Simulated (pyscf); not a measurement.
O=GeH–OH → O=Ge: [singlet] + H₂O, a 1,1-elimination (singlet surface; Ge–O, Ge–H broken, H–O formed). PySCF, gas phase, ωB97X-D3(BJ)/def2-SVP geometries. MP2 and CC: frozen core, UHF for open shells. ΔMP2 is the change of the MP2 total energy from the triple- to the quadruple-zeta basis. Energies in kcal/mol from the reactant's lowest minimum found.

Small-basis levels: PySCF, no dispersion term, spherical d functions. 

Question: In single points SVWN5/6-31G*+LANL2DZ puts the saddle at 40.5 kcal/mol and the reaction energy at +7.4 kcal/mol. Should these be trusted to within a few kcal/mol? Compare with CCSD(T)/def2-TZVPP + ΔMP2(QZVPP).

Answer: CCSD(T)/def2-TZVPP + ΔMP2(QZVPP) gives ΔE‡ = 50.3 kcal/mol and ΔE = -4.9 kcal/mol. SVWN5/6-31G*+LANL2DZ lies 9.8 kcal/mol under it in the barrier and 12.4 kcal/mol over it in the reaction energy, so on this step it does not hold to within 3.0 kcal/mol. CCSD(T)/def2-TZVPP + ΔMP2(QZVPP) has limits of its own. On the product side the descent ends in a bound adduct, 9.8 kcal/mol under the separated species and 61.3 kcal/mol under the saddle at ωB97X-D3(BJ)/def2-TZVP. At ωB97X-D3(BJ) the barrier from the zero used here is 52.4 kcal/mol. O=GeH–OH lies 42.7 kcal/mol over its isomer HO–Ge:–OH [singlet] (electronic energy, ωB97M-D3(BJ)). This is the saddle that the search found; another between the same sides may lie lower. The CCSD(T) − MP2 part came from Ansatz, without density fitting, on the same reference. The frozen core leaves the outer d or s,p core shells of the metals and heavy elements correlated in the MP2 and CC values, and def2-TZVPP describes them poorly, which can shift differences by a few kcal/mol. In the def2 sets elements up to Kr have no core potential.
